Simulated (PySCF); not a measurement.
## Spin–spin coupling constants

Geometry:
```csv
atom,x (Å),y (Å),z (Å)
O1,1.470,-0.500,-1.197
C2,1.212,-0.360,-0.030
O3,2.120,-0.567,0.940
C4,-0.096,0.047,0.515
C5,-1.319,-0.399,-0.248
C6,-0.902,1.020,-0.310
H7,2.938,-0.828,0.494
H8,-0.157,0.114,1.592
H9,-1.131,-1.012,-1.119
H10,-2.186,-0.666,0.341
H11,-0.437,1.366,-1.224
H12,-1.474,1.758,0.237
```

Indirect spin–spin couplings were computed at B3LYP/pcJ-2 (without the spin–dipole term) (PySCF 2.14.0 with density-fitted response routines) on a PBE0-D3(BJ)/def2-TZVP structure, for the isolated molecule, without vibrational or relativistic corrections. Couplings are averaged over pairs made equivalent by symmetry, fast rotation or ring inversion, so a value needn't be that of the named pair in this geometry, while other rotamers aren't included; one pair stands for each set, and the list holds a selection of those of at least 0.8 Hz over up to four bonds, among pairs with at least one C or H atom (others weren't computed).

Isotopes: 13C, 1H, 17O. Couplings to quadrupolar nuclei such as 17O and 33S are rarely resolved in practice.

```csv
pair,bonds,J (Hz)
"O1, C2",1,?
"C2, O3",1,32.7
"C2, C4",1,77.2
"O3, H7",1,?
"C4, C5",1,11.1
"C4, H8",1,175.5
"C5, C6",1,?
"C5, H9",1,?
"C5, H10",1,170.3
"O1, C4",2,-1.6
"C2, H7",2,-6.1
"C4, H10",2,-1.3
"C5, H8",2,?
"C5, H11",2,-1.6
"H9, H10",2,?
"O1, C5",3,-1.0
"O1, H7",3,1.5
"O1, H8",3,-1.4
"C2, H9",3,5.9
"C2, H10",3,?
"O3, H8",3,-1.1
"C4, H7",3,?
"H8, H10",3,9.2
"H9, H11",3,11.3
"H10, H12",3,10.5
"H7, H8",4,0.8
```

Estimate the withheld couplings, with signs.

## Answers


- 1J(O1,C2) = 30.1 Hz (bond length 1.204 Å)
- 1J(O3,H7) = -76.3 Hz (bond length 0.967 Å)
- 1J(C5,C6) = 15.5 Hz (bond length 1.480 Å)
- 1J(C5,H9) = 174.5 Hz (bond length 1.082 Å, sp3 carbon)
- 2J(C5,H8) = -0.8 Hz (angle at C4 118°)
- 2J(H9,H10) = -4.0 Hz (angle at C5 116°)
- 3J(C2,H10) = 3.3 Hz (dihedral angle 144°)
- 3J(C4,H7) = 10.1 Hz (dihedral angle 180°)
